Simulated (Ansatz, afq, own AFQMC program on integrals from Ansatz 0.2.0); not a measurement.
AFQMC on a folder of integrals that Ansatz 0.2.0 wrote.

```yaml
crystal:
  periodic: [false, false, false]
  atoms:
    - {symbol: Mo, position_ang: [0.000000, 0.000000, 0.000000]}
basis:
  gaussian: {orbitals: def2-SVP}
magnetization: {spin_polarized: true, initial_magnetization: 6}
correlation: {method: ccsd_t, electrons: outside_noble_gas, hamiltonian_folder: ham}
```

```sh
$ ansatz run in.yaml --threads 1 --pin off --events-out ev --progress --plain --max-ram 16896MiB --backend cuda --devices 0, --max-vram 18GiB
```

afq runs on the folder ham with

```
--method free --trial cisd --walkers 4000 --time-step 0.03 --max-blocks 4000 --target-error 0.0003 --factor-cut 1e-05 --seed 6273 --times 0,0.3,0.6,1.2,1.8,2.4,3.6,4.8,6 --taylor-order 8
```

Times are imaginary, in 1/Eh. The walk had a cap of 61 s. Core potentials past Kr, no spin–orbit coupling.

afq prints:

```
orbitals 27  electrons 6 0  factors 199 of 214
reference energy -67.54536770 Eh
CCSD correlation -0.05992458 Eh in 7 cycles, weight of the determinant in the CISD state 0.9701
repeat  energy at the last time / Eh  error
    10  -67.606321  0.000019
    20  -67.606307  0.000013
    30  -67.606312  0.000012
time / (1/Eh)  energy / Eh  error  mean overlap
  0.00  -67.605293  0.000002  1.0309
  0.30  -67.605742  0.000004  1.0303
  0.60  -67.605963  0.000006  1.0297
  1.20  -67.606152  0.000007  1.0306
  1.80  -67.606229  0.000006  1.0311
  2.40  -67.606259  0.000007  1.0324
  3.60  -67.606289  0.000011  1.0329
  4.80  -67.606303  0.000020  1.0320
  6.00  -67.606311  0.000012  1.0345
energy -67.606311 +/- 0.000012 Eh
```

The run passed its tests (error under three times the target), which doesn't prove that it has relaxed.

Against this walk (error 0.3 meV) on the same determinant: CCSD(T) 4.6 meV higher, CCSDT(Q) 0.1 meV lower (within the noise), CCSDTQ 0.2 meV lower (within the noise), full CI 0.1 meV lower (within the noise). The error is statistical, and a free projection of finite length keeps a remainder of its start.

Cautions: remainder of the start not in the error; no spin-orbit coupling; outer-core shells of the metal frozen.

The walk took 12 s on 1 × NVIDIA H100 80GB HBM3 with 2 threads of AMD EPYC 7R13 Processor (Zen 3) (shared host) (the card was shared). The log's last line is the free-projection energy.

CCSDT and higher add their correlation energy to the determinant of the CCSD(T) run, since their own runs factorise the integrals more tightly (a shift of under 2 meV). A walk keeps the symmetry of its determinant, which the program's search chose and which needn't be the lowest solution, so a lower state of the same spin and another symmetry isn't excluded.
